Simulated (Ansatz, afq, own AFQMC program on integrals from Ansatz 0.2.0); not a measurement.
GeH5O, doublet in cc-pVDZ, levels against CCSDT(Q)

```xyz
7

O    -2.2795   -0.0100    0.0000
H    -2.5288    0.9166    0.0000
H    -1.0195   -0.0100    0.0000
Ge    0.5105   -0.0100    0.0000
H     0.9792   -1.4759    0.0000
H     0.9792    0.7230   -1.2695
H     0.9792    0.7230    1.2695
```

Basis cc-pVDZ. Noble-gas cores (and the filled d shells of Ga–Kr and In–Xe) are frozen. Ansatz 0.2.0 and our own AFQMC program on the same integrals; the CISD trial comes from CCSD amplitudes, and released means the phaseless constraint is let go. Error bars are statistical, one sigma. No spin–orbit coupling.

Determinant: UHF, the one that the program's search chose, which needn't be the lowest solution. The geometry is a point of a scan.

No full CI on the walks' own integrals is used here; CCSDT(Q) serves as the reference and is uncertain by about the last step of the cluster series.

Cautions: no relativity below Rb; no spin-orbit coupling; inner d shell frozen.

* T1 diagnostic: 0.0216
* weight of the determinant in the CISD state: 0.866
* ⟨S²⟩ of the determinant: 0.779
* size of the correlated space: 15 electrons in 51 orbitals

| level | correlation energy (eV) |
| --- | --- |
| MP2 | -7.9620 |
| CCSD | -9.0925 |
| CCSD(T) | -9.2740 |

Task: Estimate where phaseless AFQMC with a CISD trial lies against CCSD(T) on the same integrals.

Result: 3.2 ± 0.3 kJ/mol below CCSD(T).

Reference: CCSDT(Q), correlation energy -9.318 eV. The released energy is read at 1.50 1/Eh (meV from the phaseless value at times in 1/Eh: -8 ± 4 at 0.24, -13 ± 4 at 0.51, -5 ± 3 at 0.99, -6 ± 5 at 1.50).

| level | E − E(reference) (kJ/mol) | share of correlation (%) |
| --- | --- | --- |
| CCSD(T) | 4.3 | 99.53 |
| CCSDT | 1.7 | 99.81 |
| ph-AFQMC/CISD | 1.1 ± 0.3 | 99.88 |
| released AFQMC | 0.5 ± 0.5 | 99.94 |

A walk keeps the symmetry of its determinant, which the program's search chose and which needn't be the lowest solution, so a lower state of the same spin and another symmetry isn't excluded. Released energies are given only where the last usable release times agree within the noise; a slower fall can still hide under it.
